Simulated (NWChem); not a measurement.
Program: NWChem. System: fluorine (F₂), charge 0, spin multiplicity 1, at a geometry optimised with PBE0/def2-SVP. Level: PBE0/def2-TZVP.

Job file:

```
start mol
memory heap 200 mb stack 900 mb global 1100 mb
geometry units angstroms nocenter noautoz
  F      0.000000     0.000000     0.688226
  F      0.000000     0.000000    -0.688226
  symmetry group D2h
end
basis spherical
  * library def2-tzvp
end
dft
  xc pbe0
  semidirect memsize 60000000 filesize 0
  iterations 100
end
task dft energy
```

Output (cleaned and shortened):

```
             Northwest Computational Chemistry Package (NWChem) 7.3.0
             --------------------------------------------------------

                                NWChem Input Module
                                -------------------

 Scaling coordinates for geometry "geometry" by  1.889725989
 (inverse scale =  0.529177249)

 Turning off AUTOSYM since
 SYMMETRY directive was detected!

                             Geometry "geometry" -> ""
                             -------------------------

 Output coordinates in angstroms (scale by  1.889725989 to convert to a.u.)

  No.       Tag          Charge          X              Y              Z
 ---- ---------------- ---------- -------------- -------------- --------------
    1 F                    9.0000     0.00000000     0.00000000     0.68822600
    2 F                    9.0000     0.00000000     0.00000000    -0.68822600

 Effective nuclear repulsion energy (a.u.)      31.1404663359

            Nuclear Dipole moment (a.u.)
            ----------------------------
        X                 Y               Z
 ---------------- ---------------- ----------------
     0.0000000000     0.0000000000     0.0000000000

      Symmetry information
      --------------------

 Group name             D2h
 Group number             26
 Group order               8
 No. of unique centers     1

      Symmetry unique atoms

     1


 Summary of "ao basis" -> "" (spherical)
 ------------------------------------------------------------------------------
       Tag                 Description            Shells   Functions and Types
 ---------------- ------------------------------  ------  ---------------------
 *                         def2-tzvp                  on all atoms

                                 NWChem DFT Module
                                 -----------------

 Summary of "ao basis" -> "ao basis" (spherical)
 ------------------------------------------------------------------------------
       Tag                 Description            Shells   Functions and Types
 ---------------- ------------------------------  ------  ---------------------
 F                         def2-tzvp                11       31   5s3p2d1f

 Summary of "ao basis" -> "ao basis" (spherical)
 ------------------------------------------------------------------------------
       Tag                 Description            Shells   Functions and Types
 ---------------- ------------------------------  ------  ---------------------
 F                         def2-tzvp                11       31   5s3p2d1f

      Symmetry analysis of basis
      --------------------------

        ag         14
        au          3
        b1g         3
        b1u        14
        b2g         7
        b2u         7
        b3g         7
        b3u         7

            General Information
            -------------------
          SCF calculation type: DFT
          Wavefunction type:  closed shell.
          No. of atoms     :     2
          No. of electrons :    18
           Alpha electrons :     9
            Beta electrons :     9
          Charge           :     0
          Spin multiplicity:     1
          Use of symmetry is: on ; symmetry adaption is: on
          Maximum number of iterations: 100
          AO basis - number of functions:    62
                     number of shells:    22
          Convergence on energy requested:  1.00D-06
          Convergence on density requested:  1.00D-05
          Convergence on gradient requested:  5.00D-04
[...]
 d= 0,ls=0.0,diis     4   -199.4085149383 -5.42D-04  8.08D-05  3.24D-04     0.4

 !! scf_movecs_sym_adapt:   28 vectors were symmetry contaminated

  Symmetry fudging

 !! scf_movecs_sym_adapt:   28 vectors were symmetry contaminated

 d= 0,ls=0.0,diis     5   -199.4085341998 -1.93D-05  3.85D-06  9.52D-07     0.5

 !! scf_movecs_sym_adapt:   28 vectors were symmetry contaminated

  Symmetry fudging

 !! scf_movecs_sym_adapt:   28 vectors were symmetry contaminated

 d= 0,ls=0.0,diis     6   -199.4085342567 -5.68D-08  1.35D-07  1.69D-09     0.5

         Total DFT energy =     -199.408534256674
      One electron energy =     -340.152413446106
           Coulomb energy =      130.195121859585
    Exchange-Corr. energy =      -20.591709006048
 Nuclear repulsion energy =       31.140466335895

 Numeric. integr. density =       18.000001549475

     Total iterative time =      0.3s

                  Occupations of the irreducible representations
                  ----------------------------------------------

                     irrep           alpha         beta
                     --------     --------     --------
                     ag                3.0          3.0
                     au                0.0          0.0
                     b1g               0.0          0.0
                     b1u               2.0          2.0
                     b2g               1.0          1.0
                     b2u               1.0          1.0
                     b3g               1.0          1.0
                     b3u               1.0          1.0

                       DFT Final Molecular Orbital Analysis
                       ------------------------------------

 Vector    7  Occ=2.000000D+00  E=-5.693085D-01  Symmetry=b2u
              MO Center=  4.8D-34,  3.5D-17, -3.4D-17, r^2= 8.8D-01
   Bfn.  Coefficient  Atom+Function         Bfn.  Coefficient  Atom+Function
  ----- ------------  ---------------      ----- ------------  ---------------
     7      0.351195  1 F  py                38      0.351195  2 F  py
    10      0.288295  1 F  py                41      0.288295  2 F  py
    13      0.161018  1 F  py                44      0.161018  2 F  py

 Vector    8  Occ=2.000000D+00  E=-4.259428D-01  Symmetry=b3g
              MO Center=  1.5D-33, -5.1D-18, -8.1D-17, r^2= 9.3D-01
   Bfn.  Coefficient  Atom+Function         Bfn.  Coefficient  Atom+Function
  ----- ------------  ---------------      ----- ------------  ---------------
     7      0.390970  1 F  py                38     -0.390970  2 F  py
    10      0.316058  1 F  py                41     -0.316058  2 F  py
    13      0.213879  1 F  py                44     -0.213879  2 F  py

 Vector    9  Occ=2.000000D+00  E=-4.259428D-01  Symmetry=b2g
              MO Center=  2.7D-18,  3.7D-32, -3.5D-16, r^2= 9.3D-01
   Bfn.  Coefficient  Atom+Function         Bfn.  Coefficient  Atom+Function
  ----- ------------  ---------------      ----- ------------  ---------------
     6      0.390970  1 F  px                37     -0.390970  2 F  px
     9      0.316058  1 F  px                40     -0.316058  2 F  px
    12      0.213879  1 F  px                43     -0.213879  2 F  px

 Vector   10  Occ=0.000000D+00  E=-1.186073D-01  Symmetry=b1u
              MO Center= -4.1D-17, -4.3D-17, -1.0D-16, r^2= 1.0D+00
   Bfn.  Coefficient  Atom+Function         Bfn.  Coefficient  Atom+Function
  ----- ------------  ---------------      ----- ------------  ---------------
     8      0.408943  1 F  pz                39      0.408943  2 F  pz
    14      0.405159  1 F  pz                45      0.405159  2 F  pz
    11      0.339528  1 F  pz                42      0.339528  2 F  pz
     5     -0.276941  1 F  s                 36      0.276941  2 F  s
     4     -0.145606  1 F  s                 35      0.145606  2 F  s

 Vector   11  Occ=0.000000D+00  E= 4.483579D-01  Symmetry=ag
              MO Center= -8.5D-31, -8.6D-33,  2.8D-16, r^2= 2.5D+00
   Bfn.  Coefficient  Atom+Function         Bfn.  Coefficient  Atom+Function
  ----- ------------  ---------------      ----- ------------  ---------------
     5     -1.268164  1 F  s                 36     -1.268164  2 F  s
     4      1.233516  1 F  s                 35      1.233516  2 F  s
    14     -0.268925  1 F  pz                45      0.268925  2 F  pz
    11      0.112333  1 F  pz                42     -0.112333  2 F  pz
     2     -0.086000  1 F  s                 33     -0.086000  2 F  s

 Vector   12  Occ=0.000000D+00  E= 4.567676D-01  Symmetry=b1u
              MO Center= -3.7D-14, -3.3D-15, -1.3D-14, r^2= 3.5D+00
   Bfn.  Coefficient  Atom+Function         Bfn.  Coefficient  Atom+Function
  ----- ------------  ---------------      ----- ------------  ---------------
    14      1.375978  1 F  pz                45      1.375978  2 F  pz
     5     -0.575505  1 F  s                 36      0.575505  2 F  s
    11     -0.368972  1 F  pz                42     -0.368972  2 F  pz
     4     -0.297182  1 F  s                 35      0.297182  2 F  s
     8     -0.204006  1 F  pz                39     -0.204006  2 F  pz

 center of mass
 --------------
 x =   0.00000000 y =   0.00000000 z =   0.00000000

 moments of inertia (a.u.)
 ------------------
          64.269784759100           0.000000000000           0.000000000000
           0.000000000000          64.269784759100           0.000000000000
           0.000000000000           0.000000000000           0.000000000000

     Multipole analysis of the density
     ---------------------------------

     L   x y z        total         alpha         beta         nuclear
     -   - - -        -----         -----         ----         -------
     0   0 0 0     -0.000000     -9.000000     -9.000000     18.000000

     1   1 0 0     -0.000000     -0.000000     -0.000000      0.000000
     1   0 1 0     -0.000000     -0.000000     -0.000000      0.000000
     1   0 0 1      0.000000      0.000000      0.000000      0.000000

     2   2 0 0     -7.121379     -3.560690     -3.560690      0.000000
     2   1 1 0     -0.000000     -0.000000     -0.000000      0.000000
     2   1 0 1     -0.000000     -0.000000     -0.000000      0.000000
     2   0 2 0     -7.121379     -3.560690     -3.560690      0.000000
     2   0 1 1     -0.000000     -0.000000     -0.000000      0.000000
     2   0 0 2     -6.591257    -18.518702    -18.518702     30.446146

 Task  times  cpu:        0.5s     wall:        0.5s

 Total times  cpu:        0.5s     wall:        0.5s
```
